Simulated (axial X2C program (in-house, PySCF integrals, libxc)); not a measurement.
# AlH⁺: EOM-IP-CCSD levels

Aim: EOM-IP-CCSD levels of AlH⁺, with spin–orbit coupling in the Hamiltonian from the start.

Method: two-component X2C with atomic mean-field terms, Al dyall-v3z, H dyall-v3z; program: an in-house X2C program for linear molecules on PySCF integrals.

All values are calculated.

### Step 1. The job

task.json

```json
{"zs": [13, 1], "q": 1, "bas": ["dyall-v3z", "dyall-v3z"], "r0": 1.58, "eom": "ip", "rq": 0, "thr": -2.0, "nmax": 95, "grid": [1, 0.96, 1.045, 0.92, 1.09, 1.15]}
```

Keys: zs atomic numbers; q charge; bas basis sets; r0 starting distance in Å; eom kind of EOM run; thr threshold in hartree for freezing inner shells (an s shell follows its p shell); nmax most natural virtual spinors; grid distances as factors.

Launch:

```sh
$ python soeom.py task.json out
```

The runs that follow: EOM-IP-CCSD at 1.669 Å.

Before running it: what results should come out? Wanted: next root led by one particle; T1 of the reference.

The runs gave:

| quantity | value |
| --- | --- |
| lowest root at 1.669 Å | Ω = 1/2, 8.304 eV |
| next root led by one particle | Ω = 1/2, about 36830 cm⁻¹ higher |
| T1 of the reference | 0.014 |

What this shows: Removing an electron from the reference determinant of AlH costs 8.30 eV and empties a spinor of 46% Al pσ, 34% Al sσ, 16% H sσ. Errors of 0.1 to 0.3 eV are usual at this size, and roots led by higher excitations are left out, so the list is incomplete, and low states of that kind can be missing.
